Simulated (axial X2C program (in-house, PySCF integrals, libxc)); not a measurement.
**Bond lengths and stretching modes, held linear, of OPO²⁺**

Computed with an axial X2C code built on PySCF integrals: two-component X2C with atomic mean-field Coulomb and Gaunt terms, Gaussian nuclei, basis O dyall-av3z, P dyall-v3z with contracted cores. Spin-free rows use the one-electron spin-free X2C Hamiltonian.

Masses O 15.995, P 30.974, O 15.995 u. States: 2c Ω = 3/2 (beyond evenly filled blocks: ω = 3/2); spin-free M_S = 1/2, Λ = 1 (beyond evenly filled blocks: π+α, π+β, π-α).

PBE0, 2c: energies above the lowest point

| r(O–P) (Å) | r(P–O) (Å) | E (meV) |
| --- | --- | --- |
| 1.4527 | 1.4527 | 104.40 |
| 1.4527 | 1.4900 | 36.15 |
| 1.4527 | 1.5272 | 16.00 |
| 1.4900 | 1.4527 | 36.15 |
| 1.4900 | 1.4900 | 0.00 |
| 1.4900 | 1.5272 | 10.15 |
| 1.4900 | 1.5645 | 51.98 |
| 1.5272 | 1.4527 | 16.00 |
| 1.5272 | 1.4900 | 10.15 |
| 1.5272 | 1.5272 | 51.19 |
| 1.5645 | 1.4900 | 51.98 |
| 1.5645 | 1.5645 | 223.03 |

Problem. Fit a quadratic surface with cubic terms in each bond: where is the minimum, and what are the two stretching wavenumbers?

Solution. At PBE0, 2c: bonds 1.495 and 1.495 Å; harmonic stretches 594.2 and 956.7 cm⁻¹; force constants 5.13, 5.13 and coupling 3.49 mdyn/Å.

The other levels and Hamiltonians give:

| Hamiltonian | level | r(O–P) (Å) | r(P–O) (Å) | lower stretch (cm⁻¹) | upper stretch (cm⁻¹) |
| --- | --- | --- | --- | --- | --- |
| 2c | TPSSh | 1.506 | 1.506 | 862.9 | 934.1 |
| spin-free | PBE0 | 1.495 | 1.495 | 599.0 | 956.5 |
| spin-free | TPSSh | 1.506 | 1.506 | 864.0 | 934.0 |

Each state is one determinant, the lowest of a limited PBE0 search; the stretches come from a fit to these few points and carry an uncertainty of a few per cent. Other orders of the atoms were not compared. Left out for rough or failed fits: HF 2c, MP2 2c, HF spin-free, MP2 spin-free. The levels spread by more than a fifth, so the stretches depend strongly on the method. A multiply charged ion may be only metastable. The molecule was held linear; bending was not examined, so a bent shape may lie lower. Note: functional without a current term on a determinant with orbital currents, of the molecule or an atom.
